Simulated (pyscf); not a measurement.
H₃C–Zn–Cl + H• -> [H₃C–Zn]• + HCl (atom transfer; doublet surface; Cl–Zn broken, Cl–H formed). Structures and frequencies: ωB97X-D3(BJ)/def2-SVP in PySCF. Rate constants from transition-state theory, ωB97M-D3(BJ)/def2-TZVP energies (ideal gas, 1 atm, RRHO with modes under 100 cm⁻¹ raised to 100, one conformer, R ln 2 for chiral ones without a mode under 150 cm⁻¹; no tunnelling), k in cm³ molecule⁻¹ s⁻¹.

```csv
T (K),1000/T,log10 k
298,3.354,-23.81
600,1.667,-16.82
900,1.111,?
1200,0.833,-13.15
```

Task: Fit an Arrhenius line to the three values, give the activation energy, and predict k at 900 K.

Result: Least squares gives log10 k = -9.70 − 4.22 × 1000/T, so Ea = 4.22 × ln 10 × 1.987 = 19.3 kcal/mol, against an electronic barrier of 17.7. At 900 K the line gives -14.39; the computed value is -14.41 (ΔG‡ = 36.1 kcal/mol), close to the line. This is the saddle that the search found; another between the same sides may lie lower. The angle at the transferred Cl is 179°. Elements up to Kr have no core potential and no relativistic terms here.
